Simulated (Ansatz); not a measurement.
C$_{2}$H$_{4}$FN, SMILES `C=NCF`. The species carries charge 0 and has multiplicity 1. Geometry: relaxed with PBE0-D4/def2-TZVP. It is one conformer, not always the lowest.

```xyz
8

C    -1.209    0.252    0.420
N    -0.295    0.624   -0.363
C     0.929   -0.079   -0.417
F     1.022   -1.167    0.436
H    -2.139    0.818    0.435
H    -1.121   -0.608    1.086
H     1.739    0.609   -0.160
H     1.075   -0.449   -1.437
```

What is the dipole moment at PBE/def2-TZVPP? (Best estimate.)

Ansatz gave: 0.26 D, with components (-0.24, 0.11, 0.03) D in this frame, pointing from negative to positive charge.

And with r2SCAN, B3LYP, ωB97M-V? (Estimate.)

The calculation gave: r2SCAN 0.31 D, B3LYP 0.36 D, ωB97M-V 0.38 D.

Give the Mulliken charges with PBE, B3LYP, r2SCAN in def2-TZVPP. (Best estimate.)

Ansatz gave: 
```
atom    PBE  B3LYP  r2SCAN
  C1  -0.11  -0.12   -0.02
  N2  -0.18  -0.21   -0.27
  C3   0.11   0.16    0.27
  F4  -0.21  -0.26   -0.25
  H5   0.10   0.12    0.08
  H6   0.09   0.10    0.08
  H7   0.10   0.10    0.06
  H8   0.10   0.10    0.06
```

B3LYP here is the variant with VWN-RPA as its local correlation; programs differ in this.
